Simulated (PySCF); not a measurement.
One ligand Y is varied and pulled off as a radical: Cd(CH3)1–Y. All species are isolated molecules in the gas phase. One relaxed conformer stands for each flexible species; it need not be the lowest. Multiplicities are imposed; where one is given, others were not computed. Strings in code marks are SMILES.

The highest occupied spin orbital from two functionals at the same geometries (r2SCAN-D4/def2-SVP), both in PySCF: PBE-D3(BJ)/def2-TZVP and B3LYP-D3(BJ)/def2-TZVP. B3LYP has the VWN-RPA correlation part, as in Gaussian. 

```csv
species,PBE-D3(BJ)/def2-TZVP (eV)
free radical OH (`[OH]`),-7.16
free radical OCH3 (`C[O]`),-5.95
free radical N(CH3)2,-5.55
free radical SH,-6.12
```

**Question.** What does B3LYP-D3(BJ)/def2-TZVP give for each?

**Answer.** 
- free radical OH (`[OH]`): -8.84
- free radical OCH3 (`C[O]`): -7.50
- free radical N(CH3)2: -6.86
- free radical SH: -7.17
Over these rows, drawn at random from the members with no instability flagged (it was tested for open shells, ions and some series alone), PBE minus B3LYP-D3(BJ): mean +1.40 eV, from +1.05 eV to +1.68 eV.
